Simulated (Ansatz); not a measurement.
# SiH2F (SMILES F[SiH2]): methods side by side

SiH2F has 4 atoms, charge 0, and is taken as a doublet. SMILES: `F[SiH2]`. Geometry: relaxed at GFN2-xTB.

```tsv
atom	x (Å)	y (Å)	z (Å)
F	1.2056	0.6475	-0.4255
Si	-0.1221	-0.2649	-0.2469
H	-1.2199	0.6785	-0.2616
H	0.1365	-1.0611	0.9340
```

Each level gives the energy change with the Si2–H4 bond stretched from 1.448 to 1.809 Å (eV). The values are calculated.

```tsv
level	kind	program	value (eV)	less FCI/STO-3G	CPU time (all runs)
UBLYP/STO-3G	GGA	Ansatz	0.71	-0.18	2.6 s
UBHLYP/STO-3G	global hybrid	Ansatz	1.06	+0.17	2.5 s
UCAM-B3LYP/STO-3G	range-separated hybrid	Ansatz	0.97	+0.08	3.2 s
UHSE06/STO-3G	range-separated hybrid	Ansatz	0.92	+0.03	3.7 s
UB2PLYP/STO-3G	double hybrid	Ansatz	0.97	+0.08	2.9 s
RPA@PBE/STO-3G	RPA	Ansatz	0.83	-0.06	3 s
UMP2/STO-3G	perturbation theory	Ansatz	1.09	+0.20	0.18 s
UCCSDTQ/STO-3G	coupled cluster or CI	Ansatz	0.89	0.00	50 s
FCI/STO-3G	exact in the basis	Ansatz	0.89	0.00	0.58 s
```

FCI/STO-3G is exact within its basis and frozen core, so for wave-function methods in that basis the difference is their error; functionals converge differently with the basis, so for them it is only a difference. The first shape isn't each level's own minimum. The values span 0.71 to 1.09 eV. All rows use very small basis sets, so even the best lies far from the true value. CPU times are rough (shared hosts, several kinds of processor): they show what a rung costs within a factor of a few.
